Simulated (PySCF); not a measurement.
CH2Cl2, optimised at PBE0/def2-TZVP:

```xyz
5

C     -0.0139     0.0017    -0.0288
Cl    -0.0157     0.7474    -1.6259
Cl    -0.0254    -1.7596    -0.0930
H      0.8872     0.3151     0.4893
H     -0.9067     0.3265     0.4966
```

Computed with PySCF (xtb for GFN2) and rigid-rotor harmonic-oscillator thermochemistry at 1 bar. 6-31G* has spherical d functions here. All species are closed-shell singlets. B3LYP is the form with VWN-RPA correlation.

### Question
List the harmonic frequencies (cm⁻¹, unscaled) at this level and at the other levels, each on its own geometry.

### Answer
- PBE0/def2-TZVP: 284, 732, 772, 904, 1178, 1288, 1461, 3128, 3206
- B3LYP/6-31G*: 282, 703, 727, 914, 1197, 1321, 1490, 3144, 3223
- GFN2-xTB: 255, 662, 685, 866, 1100, 1177, 1371, 2975, 2986
- HF/6-31G*: 310, 770, 836, 995, 1315, 1450, 1620, 3335, 3418
- PBE/def2-SVP: 272, 696, 718, 864, 1113, 1225, 1389, 3034, 3120
